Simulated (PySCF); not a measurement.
Identify the unknown among the candidates.

All candidates are C6H6.

- Couplings: largest of the computed one-bond spin–spin couplings (means over like bonds): 13C–1H +181.7 (×2), 13C–1H +166.0 (×2), 13C–1H +165.9 (×2), 13C–13C +84.1 (×2), 13C–13C +61.6, 13C–13C +45.0 (×2), 13C–13C +43.4 Hz [B3LYP/pcJ-1, spin–dipole term left out]
- 1H NMR: chemical shifts (computed TMS as zero) by class: 7.22 (2 H), 5.06 (2 H), 5.00 (2 H) ppm [GIAO PBE0/pcSseg-1]
- Rotational structure: rotational constants A, B, C: 5.693, 4.306, 2.452 GHz [GFN2-xTB]
- UV, first state: lowest singlet excitation: 5.18 eV (239 nm, f = 0.113) [TDDFT wB97X-D/def2-SVPD]
- 13C NMR: chemical shifts (computed TMS as zero) by class: 156.2 (2 C), 155.7 (2 C), 100.5 (2 C) ppm [GIAO PBE0/pcSseg-1]
- UV, strongest line: among the 8 lowest singlet transitions: S4 at 6.50 eV (191 nm, f = 0.545) [TDDFT wB97X-D/def2-SVPD]
- Polarisability: 73.5 au [wB97X-D/def2-SVPD]
- Dipole: 0.68 D [wB97X-D/def2-SVPD]

Electronic properties: PySCF, gas phase, density fitting. Levels stand in brackets. Isolated species at its GFN2-xTB geometry, gas phase. NMR classes are plain means over equivalent atoms (diastereotopic ones count apart unless rotation or inversion swaps them), as if these changed places fast.

Question: Which candidate is it?
A. `C#C[C@H]1[C@H]2C[C@@H]12`
B. `C=C1C=CC1=C`
C. `C#CCC#CC`

Answer: B. It is `C=C1C=CC1=C`. Numbering: `[CH2:1]=[C:2]1[CH:3]=[CH:4][C:5]1=[CH2:6]`. Its formula, C6H6, gives 4 degrees of unsaturation: 1 ring and 3 π bonds in the structure found. 6 carbons fall into 3 classes; from least to most shielded: fully substituted alkene carbon [C2/C5] (156.2 ppm, 2 C), alkene CH carbon [C3/C4] (155.7 ppm, 2 C), terminal =CH2 carbon [C1/C6] (100.5 ppm, 2 C). Hydrogen classes from least to most shielded: 2 H on 2 alkene CH carbons, C3/C4 (7.22 ppm), 2 H on 2 terminal =CH2 carbons, C1/C6 (5.06 ppm), 2 H on 2 terminal =CH2 carbons, C1/C6 (5.00 ppm). The couplings run between: +181.7 Hz, alkene CH carbon [C3] and its hydrogen (with 1 like pair); +166.0 Hz, terminal =CH2 carbon [C1] and its hydrogen (with 1 like pair); +165.9 Hz, terminal =CH2 carbon [C1] and its hydrogen (with 1 like pair); +84.1 Hz, terminal =CH2 carbon [C1] and fully substituted alkene carbon [C2] (with 1 like pair); +61.6 Hz, alkene CH carbon [C3] and alkene CH carbon [C4]; +45.0 Hz, fully substituted alkene carbon [C2] and alkene CH carbon [C3] (with 1 like pair); +43.4 Hz, fully substituted alkene carbon [C2] and fully substituted alkene carbon [C5]. The optimised geometry has point group C2v and is an asymmetric top.

The others, at the same levels:
- `C#C[C@H]1[C@H]2C[C@@H]12` fails: its computed lowest singlet excitation is 6.51 eV (191 nm, f = 0.000) (against 5.18 eV), strongest line among the 8 lowest singlet transitions is S5 at 7.70 eV (161 nm, f = 0.049) (against S4 at 6.50 eV) and static isotropic polarisability is 62.9 au (against 73.5 au).
- `C#CCC#CC` fails: it has 6 carbon classes against 3; its computed 13C shifts are 83.9 (1 C), 83.9 (1 C), 79.2 (1 C), 75.1 (1 C), 11.7 (1 C), 4.7 (1 C) ppm, 1H shifts are 3.22 (2 H), 1.99 (3 H), 1.43 (1 H) ppm and rotational constant A is 11.466 GHz (against 5.693 GHz).
